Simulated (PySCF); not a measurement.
# HBS (hydrogen boron sulfide): levels of theory compared

Aim: a comparison of 6 runs (HF/def2-SVP, B3LYP/6-31G*, M06-2X/6-31G*, SVWN5/pcseg-1, SVWN5/def2-TZVP) of HBS (hydrogen boron sulfide). Input form: a Python script.

The calculation is run with PySCF 2.14.0.

## 1. The molecule

HBS: 3 atoms, total charge 0, spin state singlet. As SMILES, `B=S`. The coordinates come from a GFN2-xTB relaxation.

Bond lengths: B1–S2 1.592 Å, B1–H3 1.144 Å. Angles: S2–B1–H3 179.9°.

## 2. Energy and forces at HF/def2-SVP (run 1)

The input, mol.xyz:

```xyz
3
BHS
B     -0.041030    -0.016100     0.142540
S      0.395320     0.146510    -1.379660
H     -0.354300    -0.130410     1.237110
```

The input, job.py:

```python
from pyscf import gto

mol = gto.M(
    atom='mol.xyz',
    charge=0,
    max_memory=1860,
    verbose=4,
    basis='def2-svp',
)

mf = mol.RHF()
mf.conv_tol = 1e-10
mf.kernel()
if not mf.converged:
    mf = mf.newton().run(mf.mo_coeff, mf.mo_occ)

e_final = mf.e_tot
print('E(%s) = %.9f' % ('HF', e_final))
grad = mf.nuc_grad_method().kernel()
dip = mf.dip_moment()
pop, q = mf.mulliken_pop()
```

The run is started by

```console
OMP_NUM_THREADS=1 python job.py
```

Output:

```text
PySCF version 2.14.0

[INPUT] num. atoms = 3
[INPUT] num. electrons = 22
[INPUT] charge = 0
[INPUT] spin (= nelec alpha-beta = 2S) = 0
[INPUT] symmetry False subgroup None
[INPUT] Mole.unit = angstrom
[INPUT] Symbol           X                Y                Z      unit          X                Y                Z       unit  Magmom
[INPUT]  1 B     -0.041030000000  -0.016100000000   0.142540000000 AA   -0.077535462891  -0.030424590605   0.269361561796 Bohr   0.0
[INPUT]  2 S      0.395320000000   0.146510000000  -1.379660000000 AA    0.747046531563   0.276863774510  -2.607179545017 Bohr   0.0
[INPUT]  3 H     -0.354300000000  -0.130410000000   1.237110000000 AA   -0.669529965933  -0.246439183905   2.337799085961 Bohr   0.0

[... 44 lines left out ...]
converged SCF energy = -422.666176937623
[... 10 lines left out ...]
Dipole moment(X, Y, Z, Debye): -0.52604, -0.19610,  1.83502
[... 41 lines left out ...]
charge of    2H =      0.04572
```

It took 3.6 s on 1 thread of Intel Xeon at 2.50GHz (Skylake/Cascade Lake), shared host; peak memory 0.12 GiB.

## 3. Energy and forces at B3LYP/6-31G(d) (spherical functions) (run 2)

The input, input.py:

```python
# hydrogen boron sulfide
import pyscf.grad
from pyscf import gto, dft

mol = gto.M(
    atom='B -0.041030 -0.016100 0.142540; S 0.395320 0.146510 -1.379660; H -0.354300 -0.130410 1.237110',
    spin=0,
    verbose=4,
    charge=0,
    max_memory=1860,
    basis='6-31g*',
)

mf = dft.RKS(mol, xc='b3lyp')
mf.grids.level = 5
mf.conv_tol = 1e-10
mf.kernel()
if not mf.converged:
    mf = mf.newton().run(mf.mo_coeff, mf.mo_occ)

e_final = mf.e_tot
print('E(%s) = %.9f' % ('B3LYP', e_final))
grad = mf.Gradients().kernel()
mf.analyze()
```

The run is started by

```console
OMP_NUM_THREADS=1 python input.py
```

Output:

```text
PySCF version 2.14.0

[INPUT] num. atoms = 3
[INPUT] num. electrons = 22
[INPUT] charge = 0
[INPUT] spin (= nelec alpha-beta = 2S) = 0
[INPUT] symmetry False subgroup None
[INPUT] Mole.unit = angstrom
[INPUT] Symbol           X                Y                Z      unit          X                Y                Z       unit  Magmom
[INPUT]  1 B     -0.041030000000  -0.016100000000   0.142540000000 AA   -0.077535462891  -0.030424590605   0.269361561796 Bohr   0.0
[INPUT]  2 S      0.395320000000   0.146510000000  -1.379660000000 AA    0.747046531563   0.276863774510  -2.607179545017 Bohr   0.0
[INPUT]  3 H     -0.354300000000  -0.130410000000   1.237110000000 AA   -0.669529965933  -0.246439183905   2.337799085961 Bohr   0.0

[... 56 lines left out ...]
converged SCF energy = -423.649824922022
[... 16 lines left out ...]
Two-electron Coulomb Energy =          221.492541265265345
[... 6 lines left out ...]
MO #4   energy= -5.89744613871833  occ= 2
[... 4 lines left out ...]
MO #9   energy= -0.381966480033207 occ= 2
[... 4 lines left out ...]
MO #14  energy= 0.0994601187284041 occ= 0
[... 4 lines left out ...]
MO #19  energy= 0.371625109121761  occ= 0
[... 4 lines left out ...]
MO #24  energy= 0.735474308911331  occ= 0
[... 4 lines left out ...]
MO #29  energy= 1.27443822501604   occ= 0
[... 4 lines left out ...]
MO #34  energy= 2.29968716374621   occ= 0
[... 40 lines left out ...]
Dipole moment(X, Y, Z, Debye): -0.42093, -0.15710,  1.46822
```

It took 12 s on 1 thread of Intel Xeon at 2.50GHz (Skylake/Cascade Lake), shared host; peak memory 0.39 GiB.

Runs 3 to 4 aren't shown in full; the table further down has their settings and results.

## 4. Energy and gradient at SVWN5/pcseg-1 (run 5)

The input, input.py:

```python
from pyscf import gto, dft

mol = gto.M(
    atom='''
B   -0.041030  -0.016100   0.142540
S    0.395320   0.146510  -1.379660
H   -0.354300  -0.130410   1.237110
''',
    charge=0,
    basis='pcseg-1',
    max_memory=1860,
    verbose=4,
)

mf = dft.RKS(mol, xc='svwn')
mf.grids.level = 5
mf.conv_tol = 1e-10
mf.kernel()
if not mf.converged:
    mf = mf.newton().run(mf.mo_coeff, mf.mo_occ)

e_final = mf.e_tot
print('Final energy', e_final)
grad = mf.nuc_grad_method().kernel()
dip = mf.dip_moment()
pop, q = mf.mulliken_pop()
```

The run is started by

```console
OMP_NUM_THREADS=1 python input.py
```

Output:

```text
PySCF version 2.14.0

[INPUT] num. atoms = 3
[INPUT] num. electrons = 22
[INPUT] charge = 0
[INPUT] spin (= nelec alpha-beta = 2S) = 0
[INPUT] symmetry False subgroup None
[INPUT] Mole.unit = angstrom
[INPUT] Symbol           X                Y                Z      unit          X                Y                Z       unit  Magmom
[INPUT]  1 B     -0.041030000000  -0.016100000000   0.142540000000 AA   -0.077535462891  -0.030424590605   0.269361561796 Bohr   0.0
[INPUT]  2 S      0.395320000000   0.146510000000  -1.379660000000 AA    0.747046531563   0.276863774510  -2.607179545017 Bohr   0.0
[INPUT]  3 H     -0.354300000000  -0.130410000000   1.237110000000 AA   -0.669529965933  -0.246439183905   2.337799085961 Bohr   0.0

[... 60 lines left out ...]
converged SCF energy = -421.970830191762
Final energy -421.9708301917623
[... 10 lines left out ...]
Dipole moment(X, Y, Z, Debye): -0.35596, -0.13227,  1.24205
[... 41 lines left out ...]
charge of    2H =      0.10023
```

It took 7.8 s on 1 thread of Intel Xeon at 2.50GHz (Skylake/Cascade Lake), shared host; peak memory 0.23 GiB.

## 5. Energy and gradient at SVWN5/def2-TZVP (run 6)

The input, input.py:

```python
import pyscf.grad
from pyscf import gto, dft

mol = gto.M(
    atom='''
B     -0.077535    -0.030425     0.269362
S      0.747047     0.276864    -2.607180
H     -0.669530    -0.246439     2.337799
''',
    max_memory=1860,
    basis='def2-tzvp',
    charge=0,
    verbose=4,
    unit='bohr',
)

myscf = dft.RKS(mol)
myscf.xc = 'svwn'
myscf.grids.level = 5
myscf.conv_tol = 1e-10
myscf.kernel()
if not myscf.converged:
    myscf = myscf.newton().run(myscf.mo_coeff, myscf.mo_occ)

energy = myscf.e_tot
print(f'total energy: {energy:.8f} hartree')
grad = myscf.Gradients().kernel()
myscf.analyze()
```

The run is started by

```console
OMP_NUM_THREADS=1 python input.py
```

Output:

```text
PySCF version 2.14.0

[INPUT] num. atoms = 3
[INPUT] num. electrons = 22
[INPUT] charge = 0
[INPUT] spin (= nelec alpha-beta = 2S) = 0
[INPUT] symmetry False subgroup None
[INPUT] Mole.unit = bohr
[INPUT] Symbol           X                Y                Z      unit          X                Y                Z       unit  Magmom
[INPUT]  1 B     -0.041029755049  -0.016100216642   0.142540231888 AA   -0.077535000000  -0.030425000000   0.269362000000 Bohr   0.0
[INPUT]  2 S      0.395320247886   0.146510119324  -1.379660240766 AA    0.747047000000   0.276864000000  -2.607180000000 Bohr   0.0
[INPUT]  3 H     -0.354300018027  -0.130409902682   1.237109954512 AA   -0.669530000000  -0.246439000000   2.337799000000 Bohr   0.0

[... 61 lines left out ...]
total energy: -422.01030374 hartree
[... 22 lines left out ...]
MO #4   energy= -5.69072098266809  occ= 2
[... 9 lines left out ...]
MO #14  energy= 0.0213990865166132 occ= 0
[... 9 lines left out ...]
MO #24  energy= 0.317761616749836  occ= 0
[... 9 lines left out ...]
MO #34  energy= 0.730331092474326  occ= 0
[... 9 lines left out ...]
MO #44  energy= 1.44517253403286   occ= 0
[... 9 lines left out ...]
MO #54  energy= 1.74826073954266   occ= 0
[... 9 lines left out ...]
MO #64  energy= 2.43752219901186   occ= 0
[... 9 lines left out ...]
MO #74  energy= 19.2827559641913   occ= 0
[... 80 lines left out ...]
Dipole moment(X, Y, Z, Debye): -0.32477, -0.12073,  1.13317
```

Run time: 18 s. Hardware: 1 thread of Intel Xeon at 2.50GHz (Skylake/Cascade Lake), shared host; peak memory 0.36 GiB.

## 6. All runs side by side

```
run                                level  integration grid  Cartesian functions  energy (Eh)  dipole moment (D)  HOMO energy (eV)  LUMO energy (eV)  wall time
  1                          HF/def2-SVP                 –                   no  -422.666177               1.92            -10.94              2.62      3.6 s
  2   B3LYP/6-31G* (spherical functions)                 5                   no  -423.649825               1.54             -8.17             -1.07       12 s
  3  M06-2X/6-31G* (spherical functions)                 5                   no  -423.594563               1.61             -9.56              0.05       14 s
  4   B3LYP/6-31G* (Cartesian functions)                 5                  yes  -423.653165               1.54             -8.17             -1.07       11 s
  5                        SVWN5/pcseg-1                 5                   no  -421.970830               1.30             -7.65             -2.28      7.8 s
  6                      SVWN5/def2-TZVP                 5                   no  -422.010304               1.18             -7.57             -2.28       18 s
```

## 7. Results

| quantity | value |
| --- | --- |
| run 6: total energy | -422.01030 Eh |
| run 6: dipole moment | 1.18 D |
| run 6: HOMO energy | -7.57 eV |
| run 6: LUMO energy | -2.28 eV |
| run 6: HOMO–LUMO gap | 5.29 eV |
| run 6: largest force on an atom | 1.130 eV/Å |

**Reading.** The dipole moment (its size) runs from 1.18 D (SVWN5/def2-TZVP) to 1.92 D (HF/def2-SVP). The two ends differ in method and basis. The HOMO–LUMO gap runs from 5.29 eV (SVWN5/def2-TZVP) to 13.56 eV (HF/def2-SVP). Totals of different functionals can't be ranked against each other. All runs together took 67 s, the longest 18 s.
